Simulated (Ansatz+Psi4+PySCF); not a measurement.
## singlet S3: levels of theory in one basis

```xyz
3

S     0.3000    0.3000    0.3000
S    -0.1657   -1.2299    1.3570
S    -0.3897    1.9998    0.8565
```

Basis set: cc-pV(T+d)Z (spherical functions). Correlated methods keep 15 orbitals frozen. Charge 0, multiplicity 1.

Computed with Ansatz (development build ahead of 0.2.0) and Psi4 1.11; each method stands on the lowest determinant of its kind that the runs found.

```tsv
method	E − E(RHF) (eV)	<S²> of the determinant
RHF	0.00	0.00
UHF	-0.70	0.83
RHF-MP2	-14.52	–
UHF-MP2	-13.69	0.83
UHF-CCSD	-15.09	0.83
RHF-CCSD(T)	-16.21	–
UHF-CCSD(T)	-16.04	0.83
```

(1) What does RHF-CCSD give on the same scale?

(2) Is a single determinant a sound starting point here?

Answers

(1) -15.15 eV.

(2) It is doubtful. Unrestricted orbitals lower Hartree–Fock by 0.70 eV and <S²> is 0.83 where a pure state has 0.00, a sign of strong static correlation.

Caution for RHF, RHF-MP2, RHF-CCSD, RHF-CCSD(T): an unrestricted determinant lies well below. Caution for UHF, UHF-MP2, UHF-CCSD, UHF-CCSD(T): the unrestricted determinant is a mixture of spin states; the determinant breaks the point group. Caution for RHF-MP2, RHF-CCSD, RHF-CCSD(T): large share of triples, a single reference is doubtful. Caution for UHF-MP2, UHF-CCSD, UHF-CCSD(T): large amplitudes, a single reference is doubtful. Caution for UHF-MP2, UHF-CCSD(T): another reference gives a lower total.
